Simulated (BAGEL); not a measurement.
# H2CO (formaldehyde) at CASPT2(12,10)/6-31G(d) (density fitting with qzvpp-jkfit, spherical functions), part 2 of 2

BAGEL 1.2.2. Earlier steps stand in the parts before.

## Step 3: The distorted shape at the same level

Input file calc.json:

```json
{ "bagel": [

{
  "title": "molecule",
  "basis": "6-31gs.json",
  "df_basis": "qzvpp-jkfit",
  "angstrom": true,
  "geometry": [
    { "atom": "C", "xyz": [    0.159805,   -0.170776,    0.232868 ] },
    { "atom": "O", "xyz": [    0.854605,    0.375824,    1.037468 ] },
    { "atom": "H", "xyz": [   -0.544800,    0.559700,   -0.790500 ] },
    { "atom": "H", "xyz": [    0.018305,   -1.270476,    0.228668 ] }
  ]
},
{
  "title": "hf"
},
{
  "title": "casscf",
  "nstate": 1,
  "nact": 10,
  "nclosed": 2,
  "maxiter": 200,
  "natocc": true
},
{
  "title": "print",
  "file": "orbitals.molden",
  "orbitals": true
},
{
  "title": "smith",
  "method": "caspt2",
  "ms": true,
  "xms": true,
  "sssr": true,
  "shift": 0.0,
  "ncore": 2
}

]}
```

The basis set 6-31G* is read from a file made from the Basis Set Exchange's data (not shown).

The run is started by

```
$ BAGEL_NUM_THREADS=1 BAGEL calc.json > calc.out
```

Output:

```text
* using 1 threads per process

  ===============================================================
  ===============================================================

  *** Geometry ***

  { "atom" : "C", "xyz" : [      0.301988,     -0.322720,      0.440057 ] },
  { "atom" : "O", "xyz" : [      1.614969,      0.710204,      1.960530 ] },
  { "atom" : "H", "xyz" : [     -1.029523,      1.057680,     -1.493829 ] },
  { "atom" : "H", "xyz" : [      0.034591,     -2.400852,      0.432120 ] },

  Number of auxiliary basis functions:      188

  Since a DF basis is specified, we compute 2- and 3-index integrals:
    o Being stored without compression. Storage requirement is 0.002 GB

  Number of basis functions:       32
  Number of electrons      :       16

    * METHOD: MOLECULE                             0.03

  *** RHF ***

  === Nuclear Repulsion ===
    30.4926835774

      * DIIS with orbital gradients will be used.

  === RHF iteration (6-31gs.json) ===
      0       -113.66584056          0.04536011           0.00
      1       -113.71663687          0.03974374           0.00
      2       -113.81994115          0.00314561           0.00
      3       -113.82129829          0.00100409           0.00
      4       -113.82147360          0.00046150           0.00
      5       -113.82153916          0.00013739           0.00
      6       -113.82154314          0.00002318           0.00
      7       -113.82154319          0.00000439           0.00
      8       -113.82154320          0.00000097           0.00
      9       -113.82154320          0.00000051           0.00
     10       -113.82154320          0.00000007           0.00
     11       -113.82154320          0.00000002           0.00
     12       -113.82154320          0.00000000           0.00
    * SCF iteration converged.

    * Permanent dipole moment:
           (    0.516431,     0.600801,     0.566619) a.u.

    * METHOD: HF                                   0.05

  ---------------------------
      CASSCF calculation
  ---------------------------

    * nstate   :      1
    * nclosed  :      2
    * nact     :     10
    * nvirt    :     20
  === CASSCF iteration (6-31gs.json) ===

    * Using the second-order algorithm

      0  0      -113.88517590     1.09e-02      0.95

      1  0      -113.93971246     4.86e-03      1.40

      2  0      -113.96499965     2.17e-03      1.37

      3  0      -113.96863237     8.05e-04      1.14

      4  0      -113.96903124     3.95e-04      1.53

      5  0      -113.96915890     2.54e-04      1.70

      6  0      -113.96923495     2.00e-04      1.64

      7  0      -113.96929197     1.73e-04      0.97

      8  0      -113.96933921     1.56e-04      1.16

      9  0      -113.96938075     1.45e-04      1.29

     10  0      -113.96941898     1.38e-04      1.20

     11  0      -113.96945544     1.34e-04      1.10

     12  0      -113.96949126     1.31e-04      1.18

     13  0      -113.96952727     1.30e-04      1.40

     14  0      -113.96956408     1.29e-04      1.38

     15  0      -113.96960209     1.30e-04      1.35

     16  0      -113.96964147     1.30e-04      0.95

     17  0      -113.96968203     1.30e-04      1.94

     18  0      -113.96972328     1.29e-04      1.60

     19  0      -113.96976427     1.27e-04      1.18

     20  0      -113.96980375     1.23e-04      1.06

     21  0      -113.96984031     1.17e-04      1.10

     22  0      -113.96987264     1.09e-04      1.05

     23  0      -113.96989980     9.91e-05      1.13

     24  0      -113.96992147     8.82e-05      1.15

     25  0      -113.96993789     7.66e-05      1.65

     26  0      -113.96994974     6.52e-05      1.64

     27  0      -113.96995794     5.43e-05      1.09

     28  0      -113.96996340     4.45e-05      1.46

     29  0      -113.96996694     3.60e-05      1.72

     30  0      -113.96996917     2.87e-05      1.67

     31  0      -113.96997055     2.28e-05      1.45

     32  0      -113.96997139     1.79e-05      1.35

     33  0      -113.96997190     1.41e-05      1.50

     34  0      -113.96997221     1.10e-05      1.23

     35  0      -113.96997240     8.59e-06      1.20

     36  0      -113.96997251     6.71e-06      1.14

     37  0      -113.96997257     5.24e-06      1.15

     38  0      -113.96997261     4.09e-06      1.16

     39  0      -113.96997264     3.19e-06      1.06

     40  0      -113.96997265     2.50e-06      0.93

     41  0      -113.96997266     1.95e-06      1.03

     42  0      -113.96997266     1.53e-06      1.33

     43  0      -113.96997267     1.19e-06      1.30

     44  0      -113.96997267     9.34e-07      1.16

     45  0      -113.96997267     7.31e-07      1.61

     46  0      -113.96997267     5.72e-07      1.69

     47  0      -113.96997267     4.48e-07      1.63

     48  0      -113.96997267     3.51e-07      1.12

     49  0      -113.96997267     2.75e-07      1.98

     50  0      -113.96997267     2.15e-07      1.45

     51  0      -113.96997267     1.68e-07      1.20

     52  0      -113.96997267     1.32e-07      1.13

     53  0      -113.96997267     1.03e-07      1.25

     54  0      -113.96997267     8.05e-08      1.12

     55  0      -113.96997267     6.30e-08      1.03

     56  0      -113.96997267     4.92e-08      0.84

     57  0      -113.96997267     3.85e-08      1.08

     58  0      -113.96997267     3.01e-08      1.42

     59  0      -113.96997267     2.35e-08      1.34

     60  0      -113.96997267     1.84e-08      1.26

     61  0      -113.96997267     1.44e-08      1.15

     62  0      -113.96997267     1.12e-08      1.11

     63  0      -113.96997267     8.77e-09      1.02

    * Second-order optimization converged. *

     guess   0:   closed 111111....           open ..........

  === FCI iteration ===

      0  0      -113.81776552     2.83e-03      0.05
      1  0      -113.95100152     1.12e-03      0.05
      2  0      -113.96722974     4.40e-04      0.04
      3  0      -113.96957565     1.66e-04      0.04
      4  0      -113.96993021     5.68e-05      0.04
      5  0      -113.96996615     2.12e-05      0.04
      6  0      -113.96997160     8.07e-06      0.04
      7  0      -113.96997249     3.34e-06      0.04
      8  0      -113.96997264     1.44e-06      0.05
      9  0      -113.96997267     6.25e-07      0.05
     10  0      -113.96997267     2.57e-07      0.05
     11  0      -113.96997267     9.72e-08      0.06
     12  0      -113.96997267     3.38e-08      0.05
     13  0      -113.96997267     1.12e-08      0.05
     14  0      -113.96997267     4.10e-09      0.05
     15  0      -113.96997267     1.52e-09      0.05
     16  0      -113.96997267     6.66e-10      0.04
     17  0      -113.96997267     2.83e-10      0.04
     18  0      -113.96997267     1.11e-10      0.04
     19  0 *    -113.96997267     4.26e-11      0.04

     * ci vector, state   0, <S^2> = -0.0000
       222222....    -0.9591860999
       2222.22...     0.1498103720
       22222..2..     0.1346671329

    * METHOD: CASSCF                              83.59

    * METHOD: PRINT                                0.00

  === SMITH program ===

    * freezing 2 orbitals

    * Approximate memory requirement for SMITH calulation per MPI process:
      o Storage requirement for T-amplitude, lambda, and residual is 0.00 GB
      o Storage requirement for MO integrals is 0.00 GB
    * Calculating and saving rdm4f

    * Zeroth order energy : state  0       -8.9386475641

    * CASPT2 iteration is performed using redundant basis

      ---- iteration ----

        0    -0.16257218     0.01162116      0.20
        1    -0.16416783     0.00132598      0.32
        2    -0.16420134     0.00018515      0.39
        3    -0.16420204     0.00003031      0.34
        4    -0.16420206     0.00000441      0.31
        5    -0.16420206     0.00000088      0.30

      -------------------

    * CASPT2 energy : state  0     -114.1341747342
        reference weight              0.9577660743

    * METHOD: SMITH                               13.59

  ===============================================================
```

Run time: 98 s. Hardware: 1 thread of Intel Xeon 6975P-C (Granite Rapids), shared host; peak memory 5.1 GiB.

## Step 4: What came out

This closing draws on all 2 parts.

At CASPT2(12,10)/6-31G* (density fitting with qzvpp-jkfit, spherical functions), 2 core orbitals frozen:

| quantity | value |
| --- | --- |
| first shape: total energy | -114.16508 Eh |
| distorted shape: total energy | -114.13417 Eh |
| energy change with the C1–H3 bond stretched from 1.109 to 1.441 Å | 0.841 eV |

What this shows: With the C1–H3 bond stretched from 1.109 to 1.441 Å the energy rises by 0.84 eV (81.1 kJ/mol). The first shape isn't relaxed at this level, so the change isn't measured from a minimum.
